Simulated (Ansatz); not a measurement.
**Nudged elastic band run: AlH4O2, charge +1**

Input file:

```yaml
crystal:
  periodic: [false, false, false]
  atoms:
    - { symbol: O, position_ang: [-1.200057, -1.006601, -0.183723] }
    - { symbol: Al, position_ang: [-0.071923, 0.052433, -0.807645] }
    - { symbol: O, position_ang: [0.731905, 0.51119, 0.838272] }
    - { symbol: H, position_ang: [-1.897698, -1.558128, -0.529513] }
    - { symbol: H, position_ang: [0.572095, 0.776298, -2.006968] }
    - { symbol: H, position_ang: [0.404127, 0.113124, 1.657628] }
    - { symbol: H, position_ang: [1.461541, 1.111684, 1.031949] }
total_charge: 1
basis:
  gaussian: { orbitals: cc-pVDZ }
hamiltonian:
  xc: { name: BHLYP }
neb:
  order_check: false
  images: 5
  f_tol: 0.05
  max_iterations: 60
  initial_path: idpp
  final_atoms:
    - { symbol: O, position_ang: [-1.20106709, -1.00756707, -0.18325386] }
    - { symbol: Al, position_ang: [-0.07237882, 0.05183267, -0.8064143] }
    - { symbol: O, position_ang: [0.73243459, 0.51163403, 0.83851083] }
    - { symbol: H, position_ang: [-1.89807189, -1.55804931, -0.53196092] }
    - { symbol: H, position_ang: [0.57127002, 0.77535046, -2.00534348] }
    - { symbol: H, position_ang: [1.4623206, 1.11257813, 1.02998719] }
    - { symbol: H, position_ang: [0.40548258, 0.11422108, 1.65847454] }
```

Command:

```bash
$ ansatz run input.yaml --threads 1 --pin off --max-ram 2048MiB --backend cpu --events-out ev --progress --plain --runs-dir out
```

Output, in part (warnings, iteration lines, the closing report on the highest movable image, with atoms numbered from 0):

```
NEB end point (image 0): max|allowed force component| = 1.393e-2 eV/Å (the criterion of neb.relax_end_points is 1.000e-2)
NEB end point (image 6): max|allowed force component| = 5.821e-3 eV/Å (the criterion of neb.relax_end_points is 1.000e-2)
NEB iter   1: max|band force component| = 5.394e-1 eV/Å  barrier→ = 0.3115 eV  barrier← = 0.3115 eV  Δτ_max = 0.0578 Å  (161 SCF iters)
NEB iter   2: max|band force component| = 2.617e-1 eV/Å  barrier→ = 0.2661 eV  barrier← = 0.2661 eV  CI = image 3  Δτ_max = 0.1062 Å  (115 SCF iters)
NEB iter   3: max|band force component| = 8.620e-2 eV/Å  barrier→ = 0.2428 eV  barrier← = 0.2428 eV  CI = image 3  Δτ_max = 0.0334 Å  (124 SCF iters)
NEB iter   4: max|band force component| = 3.992e-2 eV/Å  barrier→ = 0.2410 eV  barrier← = 0.2410 eV  CI = image 3  Δτ_max = 0.0000 Å  (236 SCF iters)
Total energy: -10749.10597940 eV, -395.0223587374 hartree
Atom 0 at    -1.545944    -0.368142    -0.126279 Å, force    -0.014974     0.006110     0.032077 eV/Å
Atom 1 at    -0.049231    -0.065890    -0.794960 Å, force     0.014629    -0.027471    -0.021295 eV/Å
Atom 2 at     1.006205     0.302532     0.772978 Å, force     0.002650    -0.009609     0.039914 eV/Å
Atom 3 at    -2.411108    -0.604842    -0.452653 Å, force     0.001754     0.004211    -0.013627 eV/Å
Atom 4 at     0.799599     0.007553    -2.078913 Å, force     0.000533     0.016943     0.001323 eV/Å
Atom 5 at     1.269958    -0.390621     1.394331 Å, force     0.001121     0.007940    -0.015261 eV/Å
Atom 6 at     0.930511     1.119409     1.285495 Å, force    -0.005714     0.001876    -0.023131 eV/Å
Dipole moment:     0.439688     0.129522     0.268166 e Å
```

The run converged. A vibrational analysis at the climbing image gives one clearly imaginary mode, 304i cm⁻¹: a first-order saddle point. Limits of this set-up: the dipole of an ion depends on the origin.

Final band (atoms are numbered from 1 in the order of the input):

```tsv
image	path coordinate (Å)	energy (kJ/mol)	dihedral O1–Al2–O3–H7 (°)
0	0.00	0.0	-180
1	0.54	6.4	-141
2	1.08	17.9	-105
3	1.63	23.3	-73
4	2.17	17.9	-45
5	2.71	6.4	-21
6	3.26	0.0	0
```

Time of the run: 32 s on 1 thread of Intel(R) Xeon(R) Platinum 8488C (Sapphire Rapids), with other jobs on the host, peak memory 0.14 GiB.
